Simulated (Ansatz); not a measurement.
A nudged elastic band was laid between two geometries of BFH2 + HO (6 atoms, charge 0, multiplicity 2).

Level of theory: UKS PBE0/6-31G* (Ansatz).

| Quantity | Value |
| --- | --- |
| movable images | 7 |
| climbing image | yes |
| spring | 5.0 eV/Å² |
| optimiser | quadratic models (default) |
| start path | through a guess of the saddle point |
| force threshold | 0.05 eV/Å |
| iteration limit | 60 |
| end points | relaxed |

Image 0:

```xyz
6
Properties=species:S:1:pos:R:3
B -0.032 -0.062 -0.126
F -0.046 -0.590 1.094
H 1.034 0.207 -0.597
H -1.086 0.103 -0.667
O -0.210 -0.109 4.081
H -0.175 -0.349 3.133
```

Image 8:

```xyz
6
Properties=species:S:1:pos:R:3
B -0.078 -0.040 0.920
F -0.105 1.310 0.997
H 0.763 -0.511 0.070
H -0.830 -0.539 0.005
O -0.112 -0.794 2.071
H -0.153 -0.228 2.854
```

Question: Which bonds break or form, and what moves?

Answer: Bonds formed: B1–O5. BFH2 + HO becomes BFH3O.

Question: Give the energies along the band, and the barrier.

Answer: It converged. The highest image is number 1 of 0 to 8, 0.0 kcal/mol above the first end and 47.6 kcal/mol above the last; the last end lies 47.6 kcal/mol below the first. Neighbouring images differ by up to 1.6 eV, so the band resolves the path poorly. The top lies less than 8 meV above the higher end, about what the thresholds resolve: that end is a shoulder or a very shallow well. A vibrational analysis at the climbing image gives one clearly imaginary mode, 49i cm⁻¹: a first-order saddle point.

```json
{"image": "0", "path coordinate (Å)": "0.00", "energy (kcal/mol)": "0.0", "B1–O5 (Å)": "4.21"}
{"image": "1", "path coordinate (Å)": "0.45", "energy (kcal/mol)": "0.0", "B1–O5 (Å)": "4.34"}
{"image": "2", "path coordinate (Å)": "1.05", "energy (kcal/mol)": "-0.1", "B1–O5 (Å)": "4.27"}
{"image": "3", "path coordinate (Å)": "1.64", "energy (kcal/mol)": "0.0", "B1–O5 (Å)": "4.11"}
{"image": "4", "path coordinate (Å)": "2.23", "energy (kcal/mol)": "-0.2", "B1–O5 (Å)": "3.71"}
{"image": "5", "path coordinate (Å)": "2.83", "energy (kcal/mol)": "-0.9", "B1–O5 (Å)": "3.22"}
{"image": "6", "path coordinate (Å)": "3.42", "energy (kcal/mol)": "-2.6", "B1–O5 (Å)": "2.67"}
{"image": "7", "path coordinate (Å)": "4.01", "energy (kcal/mol)": "-9.9", "B1–O5 (Å)": "1.93"}
{"image": "8", "path coordinate (Å)": "4.61", "energy (kcal/mol)": "-47.6", "B1–O5 (Å)": "1.38"}
```

Question: What is the geometry of the highest image?

Answer: 
```xyz
6
Properties=species:S:1:pos:R:3
B -0.037 -0.040 -0.165
F -0.049 -0.249 1.147
H 1.011 0.245 -0.668
H -1.072 -0.153 -0.752
O -0.206 -0.301 4.166
H -0.161 -0.302 3.189
```

The run took 5.7 min on 1 thread of Intel(R) Xeon(R) 6975P-C (Granite Rapids), on a shared host, peak memory 0.15 GiB.
